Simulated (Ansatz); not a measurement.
System: CH$_{2}$F$_{2}$, charge 0, singlet. CH2F2 (difluoromethane, SMILES C(F)F).
B3LYP-D3(BJ)/def2-TZVP minimum from Ansatz (a quantum-chemistry and plane-wave program):
```
C
F 1 1.3618
F 1 1.3618 2 108.56
H 1 1.0913 2 108.69 3 -118.06
H 1 1.0913 4 113.42 3 -121.01
```

Quantity: atomisation energy (electronic, to ground-state atoms), in kcal/mol. Open shells are spin-unrestricted; no spin-orbit coupling. CBS(X,Y): correlation extrapolated as X^-3, Hartree-Fock from the larger set (Q,5: extrapolated as (X+1)exp(-9√X)). A bracket is a step between two methods taken in the basis named. Functionals run without relativity, which enters their misses. Double hybrids freeze cores in their MP2 part. 'core' is core correlation in cc-pwCVTZ, 'X2C' scalar relativity in cc-pVTZ-DK, both at CCSD(T). Where a partner has so few electrons that a lower coupled-cluster level is exact, that level stands in.

CCSD(T)/CBS(cc-pVQZ,cc-pV5Z) + [CCSDT(Q) - CCSD(T)]/cc-pVTZ + core + X2C (Ansatz) gives 437.8 kcal/mol.

### Question
What does PBE/def2-TZVPD (Ansatz) give here, and how do the other levels compare?

### Answer
PBE gives 450.4 kcal/mol, 12.6 kcal/mol above it. Differences of the others: r2SCAN/def2-TZVPD (Ansatz) -0.4; B3LYP/def2-TZVPD (Ansatz) -3.7; B2PLYP/def2-TZVPD (Ansatz) -5.5; CCSD(T)/CBS(cc-pVQZ,cc-pV5Z) + core + X2C (Ansatz) 0.0 kcal/mol. Nearer than PBE: r2SCAN/def2-TZVPD, B3LYP/def2-TZVPD, B2PLYP/def2-TZVPD, CCSD(T)/CBS(cc-pVQZ,cc-pV5Z) + core + X2C.
